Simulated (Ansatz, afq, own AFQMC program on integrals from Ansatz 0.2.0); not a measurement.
**Atomization energy of SnF₂, singlet**

```xyz
3

Sn    0.0000   -0.3140    0.0000
F     0.0000    0.9810   -1.4340
F     0.0000    0.9810    1.4340
```

Connectivity, by distances: F–Sn–F.

Atoms in their ground-state spins without spin–orbit coupling (mostly on UHF) minus the molecule (RHF), without zero-point energy. The geometry is a stationary point, not shown to be a minimum.

Basis def2-TZVPP with its core potentials. Only valence electrons are correlated. Integrals, coupled cluster, full CI and functionals: Ansatz 0.2.0; the random walks run on the same integrals in our own AFQMC program. ph-AFQMC/CISD is guided by a CISD state made of CCSD amplitudes; releasing the constraint for a short imaginary time cuts its bias at the price of noise, slowly where states lie close. ± is one standard error of the sampling. No spin–orbit coupling. The errors of all members are added in quadrature.

No full CI on the walks' own integrals is used here. The released AFQMC energy serves as the reference, which it does only where one determinant dominates, the energy is flat over the last release times and near the phaseless one (40 meV or 2 meV an electron, half that with transition metals). On small molecules, where full CI could be run and the noise was under 10 meV, such values lay within 10 meV of it in 19 cases of 20, a flattering rate, since the rule was set on those same cases; what remains of the bias isn't in the error bar. Each member takes its own surest rung, up to full CI.

The best estimate is CCSD(T) at the basis-set limit (CBS: def2-TZVPP and def2-QZVPP, with their diffuse functions for anions and beside diffuse sets, CCSD(T) itself extrapolated) plus the step from CCSD(T) to AFQMC with the constraint released in def2-TZVPP. Rows without CBS are in def2-TZVPP; B2PLYP and the wave-function rows carry a basis error of their own. Core correlation and relativity beyond core potentials are missing, and ± holds the sampling alone.

Cautions: inner d shell frozen; no spin-orbit coupling; SnF₂ (singlet): the released value is read at 0.99 1/Eh with a noise of 11 meV, more than in the cases checked, later times being too noisy (meV from the phaseless value at times in 1/Eh: 4 ± 7 at 0.24, -1 ± 8 at 0.51, -4 ± 11 at 0.99, -21 ± 19 at 1.50).

| level | atomization energy (kcal/mol) |
| --- | --- |
| PBE0 | 234.1 |
| HF | 152.5 |
| PBE | 251.1 |

Question: From these cheaper values, estimate the atomization energy at the level of the best estimate.

Answer: 245.9 ± 0.3 kcal/mol (best estimate, highest rung released AFQMC).

```
         level  atomization energy (kcal/mol)  error against the best estimate (kcal/mol)
           MP2                          248.8                                   2.9 ± 0.3
          CCSD                          226.2                                 -19.7 ± 0.3
       CCSD(T)                          232.6                                 -13.3 ± 0.3
 ph-AFQMC/CISD                    232.9 ± 0.2                                 -13.0 ± 0.3
released AFQMC                    232.9 ± 0.3                                       -13.0
        HF/CBS                          155.6                                 -90.3 ± 0.3
       MP2/CBS                          261.5                                  15.6 ± 0.3
   CCSD(T)/CBS                          245.7                                  -0.1 ± 0.3
        r2SCAN                          241.6                                  -4.3 ± 0.3
         B3LYP                          238.6                                  -7.3 ± 0.3
       wB97M-V                          239.8                                  -6.1 ± 0.3
        B2PLYP                          240.1                                  -5.8 ± 0.3
```

Correlation beyond CCSD(T) changes it by less than twice the noise. Going to the basis-set limit adds 13.2 kcal/mol at CCSD(T). The perturbative (T) step is worth +6.4 kcal/mol.

Best estimates are given only where the step beyond CCSD(T) is under 0.3 eV and no member's determinant is very poor (T1 over 0.05, or 0.07 for open shells, ⟨S²⟩ too high by 0.3, two states mixed), so the hardest cases are missing from such tables.

The functionals ran in a triple-zeta set and keep a basis error of their own, a few kJ/mol for each bond in atomization energies and more for double hybrids, so close places among them and the extrapolated levels can swap.

Each member of a difference takes its own highest rung, so a best estimate needn't equal the limit plus the step of one row. A walk keeps the symmetry of its determinant, which the program's search chose and which needn't be the lowest solution, so a lower state of the same spin and another symmetry isn't excluded. Released energies are given only where the last usable release times agree within the noise; a slower fall can still hide under it. The exponents were fitted on light atoms, and def2 sets of heavy atoms don't grow evenly, so the limit is rough here.
